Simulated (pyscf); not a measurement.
Addition across a multiple bond or ene-type step: `[S]=[Ge]` [singlet] + `[H][H]` → `[SH][GeH]` [singlet]

Gas phase, singlet surface, charge 0. Bonds broken: H3–H4. Bonds formed: Ge1–H3, S2–H4. Optimised with ωB97X-D3(BJ)/def2-SVP in PySCF.

Transition state (Å):

```xyz
4

Ge     1.0720     1.2420     0.2742
S      0.6947     0.4171    -1.6602
H     -0.3446     0.1966     0.7601
H     -0.2130     0.0374    -0.2529
```

One imaginary mode, 1670i cm⁻¹; descent along it reached the two sides named, in the forms told below.

```
bond    change  reactant side (Å)  saddle  product side
------  ------  -----------------  ------  ------------
H3–H4   breaks              0.761   1.034         2.585
Ge1–H3   forms                4.5   1.826         1.590
S2–H4    forms                3.2   1.717         1.346
```

Electronic energies relative to the separated reactants (kcal/mol):

```json
[
 {"level": "ωB97X-D3(BJ)/def2-TZVP", "barrier": "35.1", "reaction energy": "-3.6", "reverse barrier": "38.6"},
 {"level": "PBE/def2-TZVP", "barrier": "28.7", "reaction energy": "-0.5", "reverse barrier": "29.2"},
 {"level": "r²SCAN/def2-TZVP", "barrier": "31.2", "reaction energy": "-0.8", "reverse barrier": "32.0"},
 {"level": "B3LYP-D3(BJ)/def2-TZVP", "barrier": "34.6", "reaction energy": "-0.2", "reverse barrier": "34.8"},
 {"level": "PBE0-D3(BJ)/def2-TZVP", "barrier": "30.0", "reaction energy": "-3.5", "reverse barrier": "33.5"},
 {"level": "M06-2X/def2-TZVP", "barrier": "35.8", "reaction energy": "-0.7", "reverse barrier": "36.5"},
 {"level": "ωB97M-D3(BJ)/def2-TZVP", "barrier": "35.3", "reaction energy": "-1.7", "reverse barrier": "37.0"},
 {"level": "HF/def2-TZVP", "barrier": "48.0", "reaction energy": "-2.2", "reverse barrier": "50.2"}
]
```

With ωB97M-D3(BJ)/def2-TZVP energies and thermal terms (ideal gas, 1 atm, RRHO with modes under 100 cm⁻¹ raised to 100, one conformer, R ln 2 for chiral ones without a mode under 150 cm⁻¹), in kcal/mol:

| T (K) | ΔH‡ | ΔG‡ | ΔH | ΔG |
|---|---|---|---|---|
| 298 | 34.7 | 41.9 | 0.0 | +6.9 |
| 600 | 33.7 | 49.7 | -0.5 | +14.1 |
| 900 | 33.3 | 57.8 | -0.4 | +21.4 |
| 1200 | 33.3 | 65.9 | -0.1 | +28.7 |

On the product side the descent ends in a point that may be a rotor saddle (no frequency run), 2.0 kcal/mol over the lowest minimum found and 36.6 kcal/mol under the saddle at ωB97X-D3(BJ)/def2-TZVP. At the saddle there is also a short Ge–H contact that neither side keeps. One saddle was located; it need not be the lowest between these sides. Elements up to Kr have no core potential and no relativistic terms here.
